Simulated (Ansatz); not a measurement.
Zinc-blende HgS (metastable phase)

All values below come from HSE06 (Ansatz, a program for electronic structure, plane waves, PAW).

Run with plane-wave cutoff 460 eV, 8×8×8 k mesh, Fermi–Dirac smearing 0.01 eV, scalar-relativistic PAW data made under PBE.

Cell: measured lattice: a = 5.841 Å, b = 5.841 Å, c = 5.841 Å, α = 90.00°, β = 90.00°, γ = 90.00°.

```json
{
  "band_gap": "0.43 eV (on the SCF k mesh)"
}
```

Note: cell and atoms aren't relaxed at this level (pressure 2.7 GPa).

Spin–orbit coupling is not included.

Computed values are for the static lattice.

Cost on a shared machine: around 90 core-seconds (rough).
